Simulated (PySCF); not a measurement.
Level of theory: TPSSh-D3(BJ)/def2-TZVP // PBE-D3(BJ)/def2-SVP run with PySCF. Gas-phase values, no solvent. 

Reference species (SMILES): `[OH]` (neutral, multiplicity 2).

- dipole moment: 1.75 D

Changed species: `[SH]` (free radical SH; the reference has free radical OH).

### Question
What does the change do to the dipole moment?

### Answer
the dipole moment falls by 0.87 D, to 0.88 D.
